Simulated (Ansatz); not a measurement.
```yaml
crystal:
  periodic: [false, false, false]
  atoms:
    - {symbol: Al, position_ang: [-3.035100, -0.389500, 0.000000]}
    - {symbol: Al, position_ang: [-0.784500, -0.039500, 0.000000]}
    - {symbol: Ge, position_ang: [1.456800, -0.389500, 0.000000]}
    - {symbol: H, position_ang: [2.362800, 0.818500, 0.000000]}
basis:
  gaussian: {orbitals: def2-TZVP}
magnetization: {spin_polarized: true, initial_magnetization: 3}
hamiltonian: {xc: pbe0}
relax: {f_tol: 0.004, max_steps: 80}
```

```sh
$ ansatz run in.yaml --threads 1 --pin off --events-out ev --progress --plain --max-ram 2176MiB
```

Steps of the relaxation (energy above the last step; positions in Å, forces in eV/Å):

```
4
step 1, 677.7 meV
Al   -3.035   -0.390    0.000   -2.515   -0.458    0.000
Al   -0.784   -0.040    0.000    0.921    1.017    0.000
Ge    1.457   -0.390    0.000    1.277   -1.584    0.000
H     2.363    0.819    0.000    0.317    1.024    0.000
```

```
4
step 2, 116.1 meV
Al   -3.152   -0.400    0.000   -0.790   -0.131    0.000
Al   -0.734    0.038    0.000    0.319    0.342    0.000
Ge    1.588   -0.525    0.000    0.585   -0.338    0.000
H     2.298    0.888    0.000   -0.114    0.128    0.000
```

```
4
step 3, 25.5 meV
Al   -3.294   -0.272    0.000    0.051   -0.007    0.000
Al   -0.681   -0.155    0.000    0.015    0.088    0.000
Ge    1.754   -0.548    0.000    0.061   -0.093    0.000
H     2.221    0.975    0.000   -0.127    0.012    0.000
```

```
4
step 10, 0.0 meV
Al   -3.154   -0.108    0.000   -0.001    0.000    0.000
Al   -0.563   -0.292    0.000    0.000    0.001    0.000
Ge    1.869   -0.603    0.000    0.002    0.002    0.000
H     1.848    1.003    0.000    0.000   -0.003    0.000
```

Close pairs at the end: Ge3–H4 1.606 Å, Al2–Ge3 2.452 Å, Al1–Al2 2.598 Å.

A stationary point of unrestricted PBE0 after 10 steps, with ⟨S²⟩ = 3.762 against 3.75 for a pure state; no frequencies were run, so it isn't proven a minimum. 3 min on 1 thread of Arm Neoverse V1, shared host.
